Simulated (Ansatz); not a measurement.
## Antifluorite Mg2Sn: elastic constant C44 by level of theory

No measured value is used here.

```tsv
level (code)	value (GPa)	cell (Å³/atom)
LDA (Ansatz)	35.0	24.65
PBE (Ansatz)	30.8	26.39
PBEsol (Ansatz)	32.4	25.58
HSE06 (Ansatz)	38.3	25.83
```

LDA, PBE, PBEsol: the solid has no gap at this level, which affects its response. Each level is taken at its own relaxed cell. K meshes differ between the levels. Ansatz's density-functional and Hartree–Fock values are scalar-relativistic unless marked +SOC, with PAW data made under PBE.

Ansatz is a first-principles code.
